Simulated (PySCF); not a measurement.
Si: electron affinity

Si⁻ [Ne] 3s2 3p3 (4S) → Si [Ne] 3s2 3p2 (3P), as a difference of total energies. All numbers are calculated (PySCF 2.14, no relativity, point nucleus, in aug-cc-pV(D+d)Z (5s4p3d, 32 functions)). Correlated levels: valence: [Ne] frozen. The calculations carry no spin-orbit coupling.

```tsv
method	electron affinity (eV)	plus first-order spin-orbit estimate	error of that sum (eV)
UHF	0.862	0.846	-0.544
LDA	1.593	1.577	+0.187
PBE	1.497	1.481	+0.091
PBE0	1.466	1.450	+0.060
r2SCAN	1.549	1.533	+0.143
TPSSh	1.446	1.430	+0.040
BLYP	1.227	1.212	-0.178
B3LYP	1.348	1.332	-0.058
M06-2X	1.247	1.231	-0.159
MP2 (valence)	1.312	1.297	-0.093
SCS-MP2 (valence)	1.146	1.130	-0.260
```

Reference: 1.390 eV (measured; photodetachment measurements, as compiled on the Wikipedia data page of electron affinities).

A first-order spin-orbit estimate (lowest level to lowest level, LS coupling) adds -0.016 eV.

Errors of the correlated levels include the incompleteness of this basis and the frozen core.

In the anion the highest occupied orbital energy is positive at LDA, PBE, PBE0, r2SCAN, TPSSh, BLYP, B3LYP, a self-interaction effect; the basis confines that electron, and the energy difference can still be sensible.
